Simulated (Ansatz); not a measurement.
# CHFO: how energies converge with the basis set

The task here is to estimate one member of a computed series from the others.

Program: Ansatz 0.2.0, Gaussian basis. Level of theory: one geometry, several basis sets. These are calculated values, not measurements.

The runs, in order: PBE0-D4/def2-SVP; ωB97M-V/def2-SVP; PBE0-D4/def2-QZVPP; ωB97M-V/def2-QZVPP; CCSD(T)/cc-pV(D+d)Z; CCSD(T)/cc-pV(T+d)Z; CCSD(T)/cc-pV(Q+d)Z; the functionals' def2-TZVPP values are taken from earlier runs.

### The geometry

The geometry comes from an earlier relaxation with PBE0-D4 in a triple-zeta def2 set; it is a stationary point.

SMILES `O=CF`, 4 atoms, charge 0, spin multiplicity 1.

Atoms are counted from 1 here; the program's logs count them from 0.

Bond lengths: O1–C2 1.174 Å, C2–F3 1.336 Å, C2–H4 1.097 Å. Angles: O1–C2–F3 122.9°, O1–C2–H4 127.8°, F3–C2–H4 109.3°.

Set-up of the first run:

File in.yaml:

```yaml
crystal:
  periodic: [false, false, false]
  atoms:
    - {symbol: O, position_ang: [-0.889346, 0.201130, 0.827770]}
    - {symbol: C, position_ang: [-0.046414, 0.067565, 0.021613]}
    - {symbol: F, position_ang: [0.585203, -1.091761, -0.181759]}
    - {symbol: H, position_ang: [0.350555, 0.823076, -0.667624]}
basis:
  gaussian: {orbitals: def2-SVP}
hamiltonian: {xc: pbe0, dispersion: d4}
output: {orbitals: {seedname: orbitals}}
```

Command:

```sh
ansatz run in.yaml --threads 4 --pin off --events-out ev --progress --plain --max-ram 10444MiB
```

Among the steps run: PBE0-D4 in def2-SVP; ωB97M-V in def2-SVP; PBE0-D4 in def2-QZVPP; ωB97M-V in def2-QZVPP.

One table of the session follows, with a row left open; its other results are not shown here.

It belongs to the step «Density functionals: the series». 

```
functional       basis  HOMO (eV)
   PBE0-D4    def2-SVP          ?
   PBE0-D4  def2-TZVPP      -9.52
   PBE0-D4  def2-QZVPP      -9.57
   ωB97M-V    def2-SVP     -11.76
   ωB97M-V  def2-TZVPP     -11.97
   ωB97M-V  def2-QZVPP     -12.01
```

**Question.** Estimate the row for PBE0-D4, def2-SVP.

The run gave: HOMO (eV): -9.33. In the column «HOMO (eV)» it is the highest.
